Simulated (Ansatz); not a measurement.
Species: CH$_{6}$Si, charge 1, doublet. CH6Si+ (parent SMILES [SiH3]C, doublet).
B3LYP-D3(BJ)/def2-TZVP minimum from Ansatz (a quantum-chemistry and plane-wave program):
```xyz
8

Si    -0.7794     0.0719    -0.0077
C      1.4893    -0.1373     0.0147
H     -1.0531    -0.9271    -1.0492
H     -0.8366     1.4934    -0.3730
H     -1.0192    -0.2981     1.3935
H      1.5299    -1.1890     0.2849
H      1.6901     0.6020     0.7852
H      1.6649     0.1366    -1.0220
```
Charge +1, spin multiplicity 2.

Total energies in cc-pV(D+d)Z, 13 correlated electrons, 6 frozen orbitals. Open shells are spin-unrestricted; no spin-orbit coupling. Cores are frozen in correlated methods. No relativity. The spin of CH6Si+ (parent SMILES C[SiH3], doublet) was assumed, and the state is the lowest solution found for it.

```tsv
method	program	energy (Eh)	minus CCSDT(Q) (mEh)
HF	Ansatz	-329.95617	273.46
MP2	Ansatz	-330.17635	53.28
CCSD	Ansatz	-330.22300	6.63
CCSD(T)	Ansatz	-330.22839	1.24
CCSDT(Q)	Ansatz	-330.22963	0.00
```

Rough core times of Ansatz's runs on a shared machine: CCSD(T) under 20 s, CCSDT(Q) 4 min.
